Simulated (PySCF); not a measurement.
CH4, SMILES C. Atoms are numbered in the order given.

```xyz
5

C      0.0000     0.0000     0.0000
H      0.6291    -0.6291     0.6291
H     -0.6291    -0.6291    -0.6291
H     -0.6291     0.6291     0.6291
H      0.6291     0.6291    -0.6291
```

Geometry: PBE0-D3(BJ)/def2-TZVPD.

These are PySCF 2.14.0 with TDA-LC-ωPBE/def2-TZVPD values and carry that method's errors.

Vertical excitations; the highest root listed may be one member of a degenerate set. Isolated molecule, no solvent. State labels are in the subgroup D2.

Computed excitation energies, oscillator strengths and character:
```
state  symmetry  energy (eV)  λ (nm)      f                                                                      main pairs
-----  --------  -----------  ------  -----  ------------------------------------------------------------------------------
S1           B1        10.73     116  0.151                                                    HOMO−2→LUMO (degenerate set)
S2           B3        10.73     116  0.151                                                      HOMO→LUMO (degenerate set)
S3           B2        10.73     116  0.151                                                    HOMO−1→LUMO (degenerate set)
S4           B1        12.82      97  0.084                                     HOMO−1→LUMO+3, HOMO→LUMO+2 (degenerate set)
S5           B3        12.82      97  0.084                                   HOMO−2→LUMO+2, HOMO−1→LUMO+1 (degenerate set)
S6           B2        12.82      97  0.084                                     HOMO−2→LUMO+3, HOMO→LUMO+1 (degenerate set)
S7           B1        12.99      95  0.000         HOMO→LUMO+5, HOMO−1→LUMO+6, HOMO→LUMO+2, HOMO−1→LUMO+3 (degenerate set)
S8           B3        12.99      95  0.000     HOMO−2→LUMO+5, HOMO−1→LUMO+4, HOMO−1→LUMO+1, HOMO−2→LUMO+2 (degenerate set)
S9           B2        12.99      95  0.000         HOMO→LUMO+4, HOMO−2→LUMO+6, HOMO→LUMO+1, HOMO−2→LUMO+3 (degenerate set)
S10           A        13.12      94  0.000  HOMO−2→LUMO+1 25 %, HOMO−1→LUMO+2 25 %, HOMO−2→LUMO+4 24 %, HOMO−1→LUMO+5 24 %
T1           B1        10.19     122      0                                                    HOMO−2→LUMO (degenerate set)
T2           B2        10.19     122      0                                                    HOMO−1→LUMO (degenerate set)
T3           B3        10.19     122      0                                                      HOMO→LUMO (degenerate set)
T4            A        11.33     109      0      HOMO−1→LUMO+2 26 %, HOMO−2→LUMO+1 26 %, HOMO→LUMO+3 26 %, HOMO→LUMO+13 5 %
```
Triplets are in the Tamm–Dancoff approximation.
